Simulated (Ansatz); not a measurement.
```yaml
crystal:
  periodic: [false, false, false]
  atoms:
    - {symbol: Ge, position_ang: [-1.162806, 0.001000, -0.001490]}
    - {symbol: As, position_ang: [1.070887, -0.000921, 0.001372]}
    - {symbol: H, position_ang: [2.101079, 1.095942, 0.000335]}
    - {symbol: H, position_ang: [2.099184, -1.099555, 0.005048]}
basis:
  gaussian: {orbitals: def2-TZVP}
magnetization: {spin_polarized: true, initial_magnetization: 1}
hamiltonian: {xc: pbe0}
relax: {f_tol: 0.004, max_steps: 80}
```

```sh
$ ansatz run in.yaml --threads 1 --pin off --events-out ev --progress --plain --max-ram 2176MiB
```

Steps of the relaxation (energy above the last step; positions in Å, forces in eV/Å):

```
4
step 1, 67.6 meV
Ge   -1.163    0.001   -0.001   -0.772    0.001   -0.001
As    1.071   -0.001    0.001    1.223   -0.001    0.002
H     2.101    1.096    0.000   -0.225    0.351   -0.001
H     2.099   -1.100    0.005   -0.226   -0.351    0.000
```

```
4
step 2, 17.7 meV
Ge   -1.135    0.001   -0.001   -0.137    0.000    0.000
As    1.146   -0.001    0.001    0.175    0.000    0.000
H     2.050    1.221    0.000   -0.019   -0.369    0.001
H     2.048   -1.224    0.005   -0.019    0.369   -0.001
```

```
4
step 3, 0.5 meV
Ge   -1.163    0.001   -0.001    0.005    0.000    0.000
As    1.128   -0.001    0.001    0.110    0.000    0.000
H     2.073    1.176    0.000   -0.057   -0.072    0.000
H     2.071   -1.179    0.005   -0.057    0.072    0.000
```

```
4
step 5, 0.0 meV
Ge   -1.161    0.001   -0.001    0.000    0.000    0.000
As    1.130   -0.001    0.001    0.000    0.000    0.000
H     2.071    1.172    0.000    0.000    0.000    0.000
H     2.069   -1.176    0.005    0.000    0.000    0.000
```

Close pairs at the end: As2–H4 1.504 Å, As2–H3 1.504 Å, Ge1–As2 2.290 Å.

A stationary point of unrestricted PBE0 after 5 steps, with ⟨S²⟩ = 0.764 against 0.75 for a pure state; no frequencies were run, so it isn't proven a minimum. 43 s on 1 thread of Arm Neoverse V1, shared host.
